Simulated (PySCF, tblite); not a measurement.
# C4H5N: changes of charge, part 2 of 2

tblite 0.8.0 and PySCF 2.14.0. Atoms count from 0.

### 12 Single point (C4H5N): wB97X-D3(BJ)/ma-def2-TZVP

Geometry: PBE0-D3(BJ)/def2-SVP, that of another charge or spin state.

What the job is given:

```
{"job": {"kind": "sp", "xc": "wB97X", "basis": "ma-def2-TZVP", "d3": "d3bj", "grid": 2}, "charge": 0, "multiplicity": 1}
C     -1.346660     0.555096    -0.413991
C     -0.480137    -0.099863     0.461144
C      0.711922    -0.877952     0.004740
C      1.513260     0.336395     0.027573
N      2.003185     1.396564     0.085286
H     -1.134889     0.625337    -1.488146
H     -2.274692     1.002367    -0.038815
H     -0.620476     0.013907     1.544726
H      1.064656    -1.622488     0.732881
H      0.640539    -1.302936    -1.007800
```

What it wrote:

```text
coarse grid: 8512 points
cycle   1  E = -210.2126877870  dE =  6.436e-01  |g| = 5.567e-01  |ddm| = 2.388e+00
cycle   2  E = -210.1333580398  dE =  7.933e-02  |g| = 8.915e-01  |ddm| = 1.023e+00
cycle   3  E = -210.2966988305  dE = -1.633e-01  |g| = 4.106e-02  |ddm| = 4.880e-01
cycle   4  E = -210.2972886692  dE = -5.898e-04  |g| = 1.878e-02  |ddm| = 9.903e-02
cycle   5  E = -210.2973851903  dE = -9.652e-05  |g| = 5.561e-03  |ddm| = 2.594e-02
cycle   6  E = -210.2973961676  dE = -1.098e-05  |g| = 2.010e-03  |ddm| = 1.469e-02
cycle   7  E = -210.2973973924  dE = -1.225e-06  |g| = 8.991e-04  |ddm| = 5.478e-03
final grid: 82688 points
cycle   8  E = -210.2817140351  dE = -3.336e-05  |g| = 2.423e-03  |ddm| = 5.962e-02
cycle   9  E = -210.2817146376  dE = -6.025e-07  |g| = 2.017e-03  |ddm| = 5.440e-03
cycle  10  E = -210.2817154873  dE = -8.496e-07  |g| = 6.597e-04  |ddm| = 1.512e-03
cycle  11  E = -210.2817155691  dE = -8.188e-08  |g| = 2.583e-04  |ddm| = 5.279e-04
cycle  12  E = -210.2817155837  dE = -1.457e-08  |g| = 6.063e-05  |ddm| = 2.824e-04
cycle  13  E = -210.2817155847  dE = -1.008e-09  |g| = 1.911e-05  |ddm| = 6.126e-05
converged SCF energy = -210.2817155847
```

It took 8.4 s on 1 thread of Arm Neoverse V1, shared host; peak memory 0.67 GiB.

### 13 Single point (C4H5N+ (doublet), [CH2][CH+]CC#N): wB97X-D3(BJ)/ma-def2-TZVP

Geometry: PBE0-D3(BJ)/def2-SVP.

The job, as its differences from that of step 12:

```diff
@@ -1,2 +1,2 @@
-{"job": {"kind": "sp", "xc": "wB97X", "basis": "ma-def2-TZVP", "d3": "d3bj", "grid": 2}, "charge": 0, "multiplicity": 1}
+{"job": {"kind": "sp", "xc": "wB97X", "basis": "ma-def2-TZVP", "d3": "d3bj", "grid": 2}, "charge": 1, "multiplicity": 2}
 C     -1.346660     0.555096    -0.413991
```

What it wrote:

```text
final grid: 82688 points
cycle   1  E = -209.9155910777  dE = -2.899e-02  |g| = 1.674e-01  |ddm| = 4.733e-01
cycle   2  E = -209.9227921857  dE = -7.201e-03  |g| = 1.198e-01  |ddm| = 2.140e-01
cycle   3  E = -209.9295975365  dE = -6.805e-03  |g| = 2.795e-02  |ddm| = 9.815e-02
cycle   4  E = -209.9299715187  dE = -3.740e-04  |g| = 9.830e-03  |ddm| = 2.113e-02
cycle   5  E = -209.9300940858  dE = -1.226e-04  |g| = 5.012e-03  |ddm| = 1.445e-02
cycle   6  E = -209.9301490681  dE = -5.498e-05  |g| = 1.672e-03  |ddm| = 1.185e-02
cycle   7  E = -209.9301597182  dE = -1.065e-05  |g| = 8.110e-04  |ddm| = 6.606e-03
cycle   8  E = -209.9301609612  dE = -1.243e-06  |g| = 3.488e-04  |ddm| = 2.242e-03
cycle   9  E = -209.9301613349  dE = -3.737e-07  |g| = 1.878e-04  |ddm| = 9.073e-04
cycle  10  E = -209.9301614489  dE = -1.140e-07  |g| = 1.038e-04  |ddm| = 4.773e-04
cycle  11  E = -209.9301614955  dE = -4.660e-08  |g| = 4.886e-05  |ddm| = 3.916e-04
cycle  12  E = -209.9301615060  dE = -1.044e-08  |g| = 2.465e-05  |ddm| = 1.787e-04
cycle  13  E = -209.9301615081  dE = -2.126e-09  |g| = 1.442e-05  |ddm| = 6.952e-05
converged SCF energy = -209.9301615081
```

Wall time 19 s (1 thread of Arm Neoverse V1, shared host); peak memory 0.77 GiB.

### 14 Single point (C₄H₅N): wB97X-D3(BJ)/ma-def2-TZVP in dichloromethane

Geometry: PBE0-D3(BJ)/def2-SVP.

What the job is given:

```
{"job": {"kind": "sp", "xc": "wB97X", "basis": "ma-def2-TZVP", "d3": "d3bj", "grid": 2, "solvent": "dichloromethane"}, "charge": 0, "multiplicity": 1}
C     -1.613509     0.105946    -0.485665
C     -0.600242    -0.009768     0.369991
C      0.785854    -0.445126    -0.022368
C      1.805609     0.536728     0.339909
N      2.600078     1.322355     0.640102
H     -1.490929    -0.099694    -1.553782
H     -2.606270     0.412377    -0.147633
H     -0.749045     0.213113     1.432145
H      1.046446    -1.394063     0.478802
H      0.844566    -0.630816    -1.106479
```

What it wrote:

```text
final grid: 82688 points
cycle   1  E = -210.3215268837  dE = -1.028e-03  |g| = 4.960e-02  |ddm| = 2.040e-01
cycle   2  E = -210.3212566918  dE =  2.702e-04  |g| = 6.365e-02  |ddm| = 9.254e-02
cycle   3  E = -210.3220646647  dE = -8.080e-04  |g| = 4.886e-03  |ddm| = 3.401e-02
cycle   4  E = -210.3220763704  dE = -1.171e-05  |g| = 1.164e-03  |ddm| = 2.728e-02
cycle   5  E = -210.3220768687  dE = -4.983e-07  |g| = 3.418e-04  |ddm| = 5.370e-03
cycle   6  E = -210.3220769082  dE = -3.945e-08  |g| = 1.260e-04  |ddm| = 1.140e-03
cycle   7  E = -210.3220769135  dE = -5.358e-09  |g| = 2.573e-05  |ddm| = 4.300e-04
converged SCF energy = -210.3220769135
```

Run time: 7.2 s. Hardware: 1 thread of Arm Neoverse V1, shared host; peak memory 0.76 GiB.

### 15 Single point (C₄H₅N+ (doublet), [CH2][CH+]CC#N): wB97X-D3(BJ)/ma-def2-TZVP in dichloromethane

Geometry: PBE0-D3(BJ)/def2-SVP.

What the job is given:

```
{"job": {"kind": "sp", "xc": "wB97X", "basis": "ma-def2-TZVP", "d3": "d3bj", "grid": 2, "solvent": "dichloromethane"}, "charge": 1, "multiplicity": 2}
C     -1.346660     0.555096    -0.413991
C     -0.480137    -0.099863     0.461144
C      0.711922    -0.877952     0.004740
C      1.513260     0.336395     0.027573
N      2.003185     1.396564     0.085286
H     -1.134889     0.625337    -1.488146
H     -2.274692     1.002367    -0.038815
H     -0.620476     0.013907     1.544726
H      1.064656    -1.622488     0.732881
H      0.640539    -1.302936    -1.007800
```

What it wrote:

```text
final grid: 82688 points
cycle   1  E = -210.0261556618  dE = -2.198e-03  |g| = 5.270e-02  |ddm| = 2.219e-01
cycle   2  E = -210.0257309391  dE =  4.247e-04  |g| = 6.680e-02  |ddm| = 9.405e-02
cycle   3  E = -210.0276225836  dE = -1.892e-03  |g| = 7.976e-03  |ddm| = 3.630e-02
cycle   4  E = -210.0277751162  dE = -1.525e-04  |g| = 4.702e-03  |ddm| = 2.689e-02
cycle   5  E = -210.0278424943  dE = -6.738e-05  |g| = 2.266e-03  |ddm| = 1.501e-02
cycle   6  E = -210.0278774368  dE = -3.494e-05  |g| = 1.172e-03  |ddm| = 1.045e-02
cycle   7  E = -210.0278841112  dE = -6.674e-06  |g| = 6.156e-04  |ddm| = 4.605e-03
cycle   8  E = -210.0278856672  dE = -1.556e-06  |g| = 3.533e-04  |ddm| = 2.114e-03
cycle   9  E = -210.0278861062  dE = -4.390e-07  |g| = 1.131e-04  |ddm| = 1.239e-03
cycle  10  E = -210.0278861562  dE = -5.002e-08  |g| = 5.340e-05  |ddm| = 4.868e-04
cycle  11  E = -210.0278861671  dE = -1.091e-08  |g| = 2.635e-05  |ddm| = 2.025e-04
cycle  12  E = -210.0278861688  dE = -1.624e-09  |g| = 1.935e-05  |ddm| = 7.909e-05
converged SCF energy = -210.0278861688
```

It took 18 s on 1 thread of Arm Neoverse V1, shared host; peak memory 0.76 GiB.

### 16 Changes of charge: wB97X-D3(BJ)/ma-def2-TZVP

This step combines the energies above: geometries from PBE0-D3(BJ)/def2-SVP, zero-point and thermal terms from PBE0-D3(BJ)/def2-SVP.

What the job is given:

```
{"job": {"kind": "rx", "dirs": [1], "geom": {"xc": "PBE0", "basis": "def2-SVP", "d3": "d3bj", "grid": 1}, "hess": 1, "level": {"xc": "wB97X", "basis": "ma-def2-TZVP", "d3": "d3bj", "solvents": ["dichloromethane"]}}, "charge": 0, "multiplicity": 1}
C     -1.613509     0.105946    -0.485665
C     -0.600242    -0.009768     0.369991
C      0.785854    -0.445126    -0.022368
C      1.805609     0.536728     0.339909
N      2.600078     1.322355     0.640102
H     -1.490929    -0.099694    -1.553782
H     -2.606270     0.412377    -0.147633
H     -0.749045     0.213113     1.432145
H      1.046446    -1.394063     0.478802
H      0.844566    -0.630816    -1.106479
```

Output (the driver's rows laid out field by field):

```text
ionisation and electron attachment, wB97X-D3(BJ)/ma-def2-TZVP // PBE0-D3(BJ)/def2-SVP

row 1
  change                  oxidation
  charge                  1
  multiplicity            2
  vertical_ev             10.6553
  vertical_s2             0.752
  formula                 C4H5N
  smiles                  [CH2][CH+]CC#N
  kept                    yes
  pieces                  1
  point_group             C1
  adiabatic_electronic_ev 10.3915
  adiabatic_ev            10.3379
  free_energy_ev          10.3182
  s2                      0.766
  bonds_moved             0 1 1.331 1.395; 3 4 1.157 1.169; 1 2 1.505 1.495; 2 3 1.461 1.455
  spin_on                 0 C 0.541; 1 C 0.274; 4 N 0.243
  charge_moved            0 C 0.241; 1 C 0.208; 4 N 0.173
  vertical_back_ev        9.5663
  relaxation_parent_ev    0.8252
  relaxation_ion_ev       0.2638
  reorganisation_ev       1.089
  solution                solvent dichloromethane, absolute_potential_v 7.932, solvation_parent_kj -26.35, solvation_ion_kj -256.58
```

It took 7.2 min on 1 thread of Arm Neoverse V1, shared host; peak memory 0.76 GiB.

Energy taken up on oxidation, or given off on reduction (eV; adiabatic with zero-point energy):

```csv
change,product,vertical,adiabatic,free energy,reorganisation,⟨S²⟩
oxidation (multiplicity 2),[CH2][CH+]CC#N,10.66,10.34,10.32,1.09,0.77
```

On oxidation to multiplicity 2 charge changes most on C0 (+0.24 e), C1 (+0.21 e), N4 (+0.17 e); the spin sits on C0 (0.54), C1 (0.27), N4 (0.24); the bond C0–C1 goes from 1.331 to 1.395 Å; the absolute potential is 7.93 V in dichloromethane.

### 17 What came out

The summary covers parts 1 to 2.

```
                                     quantity                                  value
    strongest single infrared mode (GFN2-xTB)                  2414 cm⁻¹, 215 km/mol
                 zero-point energy (GFN2-xTB)                          48.4 kcal/mol
                                  point group                                     C1
         rotational constants (main isotopes)                  19.40, 2.62, 2.50 GHz
ionisation energy (wB97X-D3(BJ)/ma-def2-TZVP)  vertical 10.66 eV, adiabatic 10.34 eV
```

**Reading.** No mode is imaginary among the 24: a minimum at this level. The strongest single mode, at 2414 cm⁻¹, moves mainly C3 and N4. GFN2-xTB is a fitted tight-binding method: band positions and strengths are rough. Its intensities can rank the bands wrongly. The optimisation took 3 steps and gained 0.050 eV; among the close pairs (by a distance rule), C2–C3 changed most, from 1.443 to 1.461 Å (PBE0/def2-SVP). At wB97X-D3(BJ)/ma-def2-TZVP, relaxation with the zero-point term after oxidation moves the energy taken up from 10.66 eV (vertical) to 10.34 eV (adiabatic, with zero-point energy).
